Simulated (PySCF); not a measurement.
# Working out the ionisation energy of Ar

Ar [Ar] (1S) → Ar⁺ [Ne] 3s2 3p5 (2P). Computed with PySCF 2.14 in aug-cc-pV(D+d)Z (5s4p3d, 32 functions), with the non-relativistic Hamiltonian (point nucleus). Frozen: [Ne]. Energies in hartree (1 hartree = 27.21139 eV):

| part | Ar (lower) | Ar⁺ (upper) |
| --- | --- | --- |
| UHF | -526.800972 | -526.261706 |
| CCSD correlation | -0.173220 | -0.143165 |
| (T) | -0.002997 | -0.002075 |

Question: What does Hartree-Fock give?

Answer: (-526.261706) − (-526.800972) = 0.539266 hartree = 14.674 eV.

Question: What do CCSD and CCSD(T) give?

Answer: The CCSD correlation energies differ by 0.030055 hartree = 0.818 eV and the triples by 0.000922 hartree = 0.025 eV, so CCSD gives 15.492 eV and CCSD(T) 15.517 eV.

Measured between the centres of the two terms (NIST): 15.819 eV, so CCSD(T) (valence) is off by -0.302 eV.

What remains against the reference includes basis incompleteness, the frozen core and higher excitations.
